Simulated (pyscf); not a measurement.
## Insertion: HO–AsH–OH (SMILES O[AsH]O) + SiH₂ (SMILES [SiH2]) [singlet] → HO–SiH₂–AsH–OH (SMILES O[SiH2][AsH]O)

Gas phase, singlet surface, charge 0. Bonds broken: O1–As2. Bonds formed: O1–Si7, As2–Si7. Single points on ωB97X-D3(BJ)/def2-SVP structures (PySCF, gas phase).

Transition state (Å):

```xyz
9

O     -0.2162    -1.2914     0.6486
As     1.0392    -0.4964    -0.7108
O      2.5200     0.1195     0.0829
H     -0.0191    -2.0962     1.1517
H      1.6401    -1.9493    -0.7109
H      3.1391    -0.5995     0.2604
Si    -0.3333     0.4314     1.3392
H     -1.7792     0.4861     1.7734
H      0.3695     0.2474     2.6626
```

One imaginary mode, 263i cm⁻¹; descent along it reached the two sides named, in the forms told below.

```tsv
bond	change	reactant side (Å)	saddle	product side
O1–As2	breaks	1.857	2.014	3.4
O1–Si7	forms	1.998	1.860	1.670
As2–Si7	forms	3.2	2.6	2.357
```

Electronic energies relative to the separated reactants (kJ/mol):

```tsv
level	barrier	reaction energy	reverse barrier
ωB97X-D3(BJ)/def2-TZVP	-72.2	-345.4	273.2
PBE/def2-TZVP	-87.4	-312.2	224.8
r²SCAN/def2-TZVP	-88.8	-338.2	249.4
B3LYP-D3(BJ)/def2-TZVP	-68.1	-316.5	248.4
PBE0-D3(BJ)/def2-TZVP	-81.8	-333.2	251.4
M06-2X/def2-TZVP	-61.0	-314.1	253.1
ωB97M-D3(BJ)/def2-TZVP	-53.8	-310.1	256.3
HF/def2-TZVP	12.9	-302.2	315.2
```

With ωB97M-D3(BJ)/def2-TZVP energies and thermal terms (ideal gas, 1 atm, RRHO with modes under 100 cm⁻¹ raised to 100, one conformer, R ln 2 for rigid chiral ones), in kJ/mol:

```tsv
T (K)	ΔH‡	ΔG‡	ΔH	ΔG
298	-48.4	2.3	-298.2	-254.1
600	-47.8	53.5	-295.4	-210.3
900	-45.8	103.7	-291.4	-168.5
1200	-43.6	153.2	-287.1	-128.2
```

On the reactant side the descent ends in an adduct with a O–Si contact, 87.0 kJ/mol under the separated species and 14.8 kJ/mol under the saddle at ωB97X-D3(BJ)/def2-TZVP. At ωB97X-D3(BJ), PBE, r²SCAN, B3LYP-D3(BJ), PBE0-D3(BJ), M06-2X, ωB97M-D3(BJ) the saddle lies under the separated reactants, which points to a path from their complex (located at ωB97X-D3(BJ) alone). What is counted as formed (O–Si) is already present as a longer contact in the reactant adduct; forming that adduct is a step of its own. One saddle was located; it need not be the lowest between these sides. Elements up to Kr have no core potential and no relativistic terms here.
